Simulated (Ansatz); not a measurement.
# Worked example: Ge–NH2⁺, triplet against Ge–NH$_{2}$, quartet

Geometry (PBE0/def2-TZVP stationary point of a quartet), kept for both states (Ge–NH2, quartet: B2; Ge–NH2⁺, triplet: A2):

```tsv
atom	x (Å)	y (Å)	z (Å)
Ge	0.0000	0.0000	0.4319
N	0.0000	0.0000	-1.8834
H	0.0000	0.8309	-2.4773
H	0.0000	-0.8309	-2.4773
```

Basis cc-pVDZ; Ansatz 0.2.0. Correlated methods freeze the noble-gas cores and the filled d shells of p-block atoms. Prefix R: restricted or restricted open-shell reference; prefix U: unrestricted. No spin–orbit coupling is included, and no scalar relativity.

Full CI isn't at hand for all of this; UCCSDT(Q) serves as the reference, and is uncertain by about the last step of the cluster series.

```csv
level,"E(Ge–NH2, quartet) (hartree)","E(Ge–NH2⁺, triplet) (hartree)"
UHF,-2130.874309,-2130.650095
UMP2,-2131.063395,-2130.831823
UCCSD(T),-2131.101172,-2130.869287
PBE,-2132.404894,-2132.168214
B3LYP,-2132.838930,-2132.602413
UCCSDT(Q),-2131.102299,-2130.870388
```

Task: Give the vertical gap, Ge–NH2⁺ triplet less Ge–NH2 quartet, at each level in eV (1 hartree = 27.2114 eV), and each error against UCCSDT(Q).

Result: UCCSDT(Q): (-2130.870388 − (-2131.102299)) × 27.2114 = 6.311 eV (the reference)
B3LYP: (-2132.602413 − (-2132.838930)) × 27.2114 = 6.436 eV, error 0.125 eV
PBE: (-2132.168214 − (-2132.404894)) × 27.2114 = 6.440 eV, error 0.129 eV
UCCSD(T): (-2130.869287 − (-2131.101172)) × 27.2114 = 6.310 eV, error -0.001 eV
UMP2: (-2130.831823 − (-2131.063395)) × 27.2114 = 6.301 eV, error -0.010 eV
UHF: (-2130.650095 − (-2130.874309)) × 27.2114 = 6.101 eV, error -0.210 eV

Total energies of functionals can't be set beside those of wave-function methods, since they hold the core's correlation and their own absolute errors; only the differences compare.

In so small a basis the reference is far from its limit while semilocal and hybrid functionals are nearer theirs, so the functionals' errors here hold much of the reference's basis and frozen-core error, which can add to them or hide them.

Each level lands on the state that its own search finds. T1 diagnostics of restricted CCSD: 0.018 and 0.019.
